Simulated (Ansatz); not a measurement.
A made-up structure of CH2NSi (charge -1), closed shell:

```
5
angstrom
N 0.0066 -0.2711 -0.1638
C -1.0357 -0.6441 -0.7384
Si 1.5600 0.0853 0.5642
H -1.8546 -0.7707 -0.0774
H 1.2973 1.5965 0.4368
```

It is relaxed with PBE-D4/def2-SVPD and then PBE0-D4/def2-TZVPD (Ansatz 0.2.0). Atoms count as bonded within 1.22 times the sum of their covalent radii (H–H: 0.88 Å). The end point is not checked to be a true minimum.

Question: Does its bonding change? (Judge from chemistry; the calculation decides.)

Answer: By the calculation: No: no bond forms or breaks.

Where it ends: The first stage lowers the energy by 0.10 eV in 6 steps. It ends as CH₂NSi ([CH][N][SiH]), total charge -1:
```
5
angstrom
N 0.0098 -0.2616 -0.1558
C -1.0086 -0.6526 -0.7448
Si 1.5078 0.0850 0.5418
H -1.8892 -0.7989 -0.0710
H 1.3538 1.6239 0.4511
```

Labels in which every atom is bracketed show which atoms are joined, not bond orders.

For scale, one of the runs: PBE0-D4/def2-TZVPD relaxation, 135 basis functions, launched by `ansatz run in.yaml --threads 2 --pin off --events-out ev --progress --plain --max-ram 4352MiB`. The run took about 16 s on 2 CPU threads of an Arm Neoverse V2 (shared host).
